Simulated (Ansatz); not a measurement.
Input file for `PBS`:

```yaml
crystal:
  periodic: [false, false, false]
  atoms:
    - {symbol: P, position_ang: [-0.697364, 0.337898, -1.101059]}
    - {symbol: B, position_ang: [0.420569, 0.519180, 0.413661]}
    - {symbol: S, position_ang: [1.573026, -0.691304, 1.004200]}
    - {symbol: H, position_ang: [-1.101357, -1.011831, -0.958982]}
    - {symbol: H, position_ang: [-1.870877, 0.925381, -0.571904]}
    - {symbol: H, position_ang: [0.482532, 1.573113, 0.970599]}
    - {symbol: H, position_ang: [1.254671, -1.720537, 0.197786]}
basis:
  gaussian: {orbitals: def2-TZVPP}
correlation: {method: ccsd_t}
output: {orbitals: {seedname: orbitals}}
```

```sh
$ ansatz run in.yaml --threads 2 --pin off --events-out ev --progress --plain --max-ram 4352MiB
```

Log, shortened:

```
Functional definition: HF
982 factors; integrals over basis functions are off by at most 7.6e-4 eV
mean field evaluation 1: about -20824.1298 eV, gradient 1.6e1 eV
mean field evaluation 2: about -20824.3484 eV, gradient 1.7e1 eV
mean field evaluation 4: about -20825.8057 eV, gradient 2.3e0 eV
mean field evaluation 8: about -20825.8318 eV, gradient 1.9e-1 eV
mean field -20825.83215697 eV, -765.3352155127 hartree, gradient 2.3e-6 eV, S^2 0.000000; 0 other end points of the search recorded, 0 dependent functions left out
11 core orbitals not correlated: weight in the atoms' cores, before any rotation towards them, 1.000 or more for the frozen orbitals, at most 0.000 for the correlated occupied ones
reference -20825.83215697 eV, -765.3352155127 hartree; 9, 9 occupied and 151, 151 virtual orbitals, 982 factors
second order -11.91902857 eV of doubles, -0.00000000 eV of singles
cycle   1  -12.81832517 eV  change   -9.0e-1 eV  update   8.9e-2
cycle   2  -13.19939895 eV  change   -3.8e-1 eV  update   2.8e-2
cycle   3  -13.26641222 eV  change   -6.7e-2 eV  update   1.5e-2
cycle   4  -13.26099191 eV  change    5.4e-3 eV  update   4.9e-3
cycle   5  -13.25903050 eV  change    2.0e-3 eV  update   2.0e-3
cycle   6  -13.25881709 eV  change    2.1e-4 eV  update   6.4e-4
cycle   7  -13.25889602 eV  change   -7.9e-5 eV  update   1.8e-4
cycle   8  -13.25895872 eV  change   -6.3e-5 eV  update   7.1e-5
cycle   9  -13.25895452 eV  change    4.2e-6 eV  update   2.8e-5
cycle  10  -13.25894758 eV  change    6.9e-6 eV  update   1.1e-5
perturbative correction -0.60603101 eV, -0.0222712287 hartree
Total energy: -20839.69713556 eV, -765.8447440777 hartree
```

It took 33 s on 2 threads of an Intel Xeon on a shared host, with 1.3 GiB of host memory at the peak.

MP2 recovers 86.0 % of the CCSD(T) correlation energy and the triples give 4.4 %; T1 = 0.0160.
